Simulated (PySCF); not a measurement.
**Ionisation energy of N by level of theory**

N [He] 2s2 2p3 [2p1/2^2 2p3/2^1, M_J = 3/2] → N⁺ [He] 2s2 2p2 [2p1/2^2, M_J = 0], as a difference of total energies. Calculation: PySCF 2.14, in an uncontracted even-tempered set (21 s from 0.019 bohr⁻², ratio 2.4; 13 p from 0.025 bohr⁻², ratio 2.4; 6 d from 0.68 bohr⁻², ratio 2.6; 5 f from 1 bohr⁻², ratio 2.6); the two-component X2C-1e Hamiltonian. Correlated levels: nothing frozen; the 30 highest virtual spinors dropped. "Screened" scales the spin-orbit matrix elements by Boettger's factors to mimic the two-electron term; Breit and QED terms are absent.

```csv
method,ionisation energy (eV),error (eV)
GHF (spin-free),13.970,-0.564
GMP2 (spin-free),14.565,+0.031
GHF (screened spin-orbit),13.963,-0.571
GMP2 (screened spin-orbit),14.558,+0.024
```

Reference: 14.534 eV (measured; NIST Atomic Spectra Database, ionization energies).

The labels give the starting determinants; with spin-orbit coupling the two ends relaxed to ⟨J²⟩ = 3.76, ⟨L²⟩ = 0.00, ⟨S²⟩ = 3.76 and ⟨J²⟩ = 2.00, ⟨L²⟩ = 2.00, ⟨S²⟩ = 2.00.

The determinant of N⁺ mixes levels of different J (the jj label is only the starting occupation), so the difference between spin-free and spin-orbit rows is not the physical spin-orbit shift.
